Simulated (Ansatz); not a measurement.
Results of PBE-D4 (plane waves, PAW; Ansatz, a program for electronic structure) for rutile TiO2.

Settings: plane-wave cutoff 520 eV, 8×8×12 k mesh (along the axes of the cell as run), Fermi–Dirac smearing 0.01 eV, no spin polarisation, scalar-relativistic PAW data made under PBE.

Computed points:

| V (Å³/atom) | E − E_lowest (meV/atom) |
|---|---|
| 10.036 | 12.06 |
| 10.245 | 2.89 |
| 10.454 | 0.00 |
| 10.663 | 2.66 |
| 10.873 | 10.21 |

Problem. What bulk modulus B0 and pressure derivative B′ does a third-order Birch–Murnaghan fit give?

Solution. V0 = 10.454 Å³/atom, B0 = 212 GPa, B′ = 5.3 (fit to the energies at full precision).

Shape and atoms are relaxed at each volume.

Measured, for comparison: bulk modulus 212 ± 1 GPa (room temperature, no zero-point or thermal correction, adiabatic, from measured elastic constants, our sources range from 210 to 239; as tabulated in Elasticity of TiO2 rutile to 1800 K). Computed (rounded) less measured: bulk modulus not scored (sources differ).

Note: the bulk modulus comes from volumes at which shape and atoms were relaxed.

Computed values are for the static lattice.
